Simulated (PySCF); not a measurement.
## 4-methylthiazole: 4 charge schemes on one density

Compound: 4-methylthiazole, C4H5NS.
Structure used (PBE0-D3(BJ)/def2-TZVP), in Å, numbered top down from 1:
```
atom  x, y, z in Å
C1    -1.598   -0.142    0.438
C2    -0.168   -0.005    0.050
C3     0.509    1.166   -0.127
S4     2.124    0.853   -0.578
C5     1.794   -0.827   -0.502
N6     0.581   -1.132   -0.168
H7    -2.042    0.828    0.662
H8    -2.170   -0.608   -0.369
H9    -1.694   -0.784    1.316
H10    0.140    2.173   -0.013
H11    2.562   -1.557   -0.721
```

Density: PBE0/pcSseg-2 (PySCF); schemes: Mulliken, IAO, Hirshfeld and ESP-fitted. Isolated species at its PBE0-D3(BJ)/def2-TZVP geometry, gas phase.

Task: Atoms with like bonding are taken together and averaged. Do the Mulliken, IAO, Hirshfeld and ESP-fitted schemes agree on where the charge is lowest?

Result: The schemes don't all agree: Mulliken N6 (-0.308); IAO C1 (-0.441); Hirshfeld N6 (-0.179); ESP-fitted C1 (-0.887).

Task: Do the Mulliken, IAO, Hirshfeld and ESP-fitted schemes agree on where the charge is highest?

Result: The schemes don't all agree: Mulliken S4 (+0.091); IAO S4 (+0.341); Hirshfeld S4 (+0.108); ESP-fitted C2 (+0.655).

Task: Tabulate the Mulliken, IAO, Hirshfeld and ESP-fitted charges.

Result: In e; atoms taken as equivalent share a row and are averaged (×n: the atom named and its like, n in all):

```csv
atom,environment,Mulliken,IAO,Hirshfeld,ESP-fitted
C1,benzylic-type carbon,-0.042,-0.441,-0.125,-0.887
C2,substituted aromatic carbon,+0.023,+0.106,+0.032,+0.655
C3,aromatic CH next to a ring sulfur,-0.091,-0.379,-0.104,-0.417
S4,thiophene-type sulfur,+0.091,+0.341,+0.108,+0.018
C5,aromatic CH next to a ring nitrogen,+0.065,-0.172,-0.015,+0.043
N6,pyridine-type nitrogen,-0.308,-0.295,-0.179,-0.515
H7/H8/H9,methyl hydrogen,+0.035,+0.161,+0.052,+0.235
H10,aromatic hydrogen,+0.085,+0.178,+0.059,+0.230
H11,aromatic hydrogen,+0.074,+0.178,+0.065,+0.170
```

Mean size of the charges over all atoms: ESP-fitted 0.331 e, IAO 0.234 e, Mulliken 0.080 e, Hirshfeld 0.077 e. Each set sums to the total charge, 0, to within 0.001 e. The ESP scheme fits charges at the nuclei, held to the total charge, to the electrostatic potential on points at 1.4 to 2.0 times the van der Waals radii.

Some averages cover members that differ in this geometry: H7/H8/H9, ESP-fitted +0.210 to +0.248 e.

Task: How many electrons does the ESP-fitted scheme count on C5?

Result: Z − q = 6 − (+0.043) = 5.957.

Task: How closely do the schemes follow one another over all atoms?

Result: Correlation coefficient and root-mean-square difference: IAO with Hirshfeld 0.95, 0.175 e; Mulliken with Hirshfeld 0.87, 0.054 e; IAO with ESP-fitted 0.81, 0.256 e; Hirshfeld with ESP-fitted 0.81, 0.348 e; Mulliken with IAO 0.68, 0.199 e; Mulliken with ESP-fitted 0.61, 0.359 e.
